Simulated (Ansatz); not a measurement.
A calculation with Ansatz (development build ahead of 0.2.0).

```yaml
crystal:
  periodic: [false, false, false]
  atoms:
    - { symbol: Al, position_ang: [0.0, 0.0, -0.87804] }
    - { symbol: F, position_ang: [0.0, 0.0, 0.87804] }
basis:
  gaussian: { orbitals: def2-SVP }
total_charge: 1
magnetization:
  initial_magnetization: 1
hamiltonian:
  xc: hf
correlation:
  method: ccsd_t
  frozen_orbitals: { Al: 5, F: 1 }
scf:
  omitted_lower_state_checks: [stability, starts, atomic_configurations, cluster_reference, orbital_swaps, given_window_search, neighbouring_geometries, increment]
```

The input is written out in the form of the current development build from the run's settings. Correlation on restricted open-shell orbitals is semicanonical, with singles.

The run gave:

* Converged: yes
* Reference energy: -340.92982 hartree
* Correlation energy: -0.22333 hartree
* Total energy: -341.15315 hartree
